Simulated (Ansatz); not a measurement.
Molecule: CH$_{3}$ (charge 0, doublet). 
Geometry from a B3LYP-D3(BJ)/def2-TZVP (Ansatz, an electronic-structure program) optimisation:
SMILES: [CH3]
```xyz
4

C      0.0000     0.0000     0.0000
H      0.0036     1.0786    -0.0270
H      0.9326    -0.5425     0.0110
H     -0.9362    -0.5361     0.0160
```
Charge 0, spin multiplicity 2.

Basis-set convergence of Hartree-Fock and CCSD correlation energies (hartree) with Ansatz. Valence correlation only, unless marked. Open shells are spin-unrestricted. No spin-orbit coupling. Non-relativistic.

| basis | functions | E(HF) | E(corr, CCSD) |
|---|---|---|---|
| cc-pVDZ | 29 | -39.56381 | -0.14943 |
| cc-pVTZ | 72 | -39.57748 | -0.17878 |
| cc-pVQZ | 145 | -39.58026 | -0.18690 |

Extrapolating the two largest sets (X = 3 and 4) as X^-3: E(corr) = (64·(-0.18690) - 27·(-0.17878))/37 = -0.1928 Eh, an estimate of the basis-set limit. The largest set recovers 96.9 % of it, the smallest 77.5 %.
